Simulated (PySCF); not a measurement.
Compound: PH₃.
SMILES with atom numbers: `[PH3:1]` (hydrogens: H2, H3, H4 on P1)

Method: PySCF, PBE0-D3(BJ)/def2-SVP geometry optimisation, gas phase; density fitting, grid level 1; the optimiser is geomeTRIC in internal coordinates, started from a GFN2-xTB structure with every atom displaced at random (about 0.01 Å).

Step 0: E = -9330.5998 eV
```
atom  x, y, z in Å  |  force x, y, z in eV/Å
P1      0.0350   -0.0550    0.4725   -0.599   0.819   1.708
H2     -0.5798    0.9925   -0.2557   -0.170   0.276  -0.032
H3      1.1320   -0.0119   -0.3303    1.488   0.055  -0.892
H4     -0.5509   -0.9991   -0.3220   -0.719  -1.150  -0.784
```

Step 1: E = -9330.7024 eV
```
atom  x, y, z in Å  |  force x, y, z in eV/Å
P1      0.0230   -0.0382    0.4879    0.124  -0.133  -0.545
H2     -0.6010    1.0243   -0.2493    0.055  -0.093   0.086
H3      1.2109   -0.0029   -0.3424   -0.325  -0.010   0.247
H4     -0.5965   -1.0568   -0.3317    0.146   0.237   0.212
```

Q: Estimate the geometry and energy of step 2. (The exact step hangs on the optimiser's Hessian estimate; all steps are aligned on step 1, rigid shifts and turns removed.)

A: E = -9330.7103 eV, largest force 0.125 eV/Å
```
atom  x, y, z in Å  |  force x, y, z in eV/Å
P1      0.0247   -0.0401    0.4798    0.037  -0.037  -0.113
H2     -0.5983    1.0204   -0.2482   -0.001   0.001   0.013
H3      1.2002   -0.0043   -0.3387   -0.058  -0.001   0.055
H4     -0.5903   -1.0495   -0.3285    0.022   0.037   0.045
```

The energy changes by -0.0079 eV. The first-order estimate −F·Δx gives -0.0132 eV and the mean of the old and new forces, exact on a quadratic surface, -0.0078 eV. The step makes an angle of 24° with the force vector and moves no atom by more than 0.011 Å.

What follows is the cost of the whole optimisation. On one thread of an Intel Xeon 6975P-C, on a shared host, this took 0.86 s of wall time and 0.25 GiB of memory at its peak.
